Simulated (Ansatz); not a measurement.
# BSiO (doublet): the correlation ladder, def2-QZVPP

The task here is to estimate one member of a computed series from the others.

Computed with Ansatz 0.2.0, Gaussian basis. Level: def2-QZVPP, core rule «outside noble gas», up to 7 orbitals frozen.

Plan: UHF; ROHF; CCSD(T) on UHF.

2 further runs of the same task are left out: 2 set aside as unsound or not needed.

## What is computed

The geometry is a PBE0/def2-TZVP stationary point (not a proven minimum).

3 atoms, charge 0, spin multiplicity 2.

Atoms are counted from 1 here; the program's logs count them from 0.

Bond lengths: B1–O2 1.292 Å, O2–Si3 1.680 Å. Angles: B1–O2–Si3 180.0°.

The first run:

File in.yaml:

```yaml
crystal:
  periodic: [false, false, false]
  atoms:
    - {symbol: B, position_ang: [0.000000, 0.000000, -1.421400]}
    - {symbol: O, position_ang: [0.000000, 0.000000, -0.129200]}
    - {symbol: Si, position_ang: [0.000000, 0.000000, 1.550600]}
basis:
  gaussian: {orbitals: "def2-QZVPP.json"}
magnetization: {spin_polarized: true, initial_magnetization: 1}
hamiltonian: {xc: hf}
output: {orbitals: {seedname: orbitals}}
```

Command:

```
ansatz run in.yaml --threads 1 --pin off --events-out ev --progress --plain --max-ram 2393MiB
```

Steps of the session up to this table: UHF; ROHF; CCSD(T) on UHF.

One table of the session follows, with a row left open; its other results are not shown here.

It belongs to the step «Misses and costs». 

```
  method  from UCCSD(T) (meV)
    ROHF             +12044.3
     UHF             +11896.1
    UMP2              +1103.9
   UCCSD                    ?
UCCSD(T)                    0
```

**Question.** Estimate the row for UCCSD.

As computed: from UCCSD(T) (meV): +516.2. In the column «from UCCSD(T) (meV)» it lies between UCCSD(T) (0) and UMP2 (+1103.9).
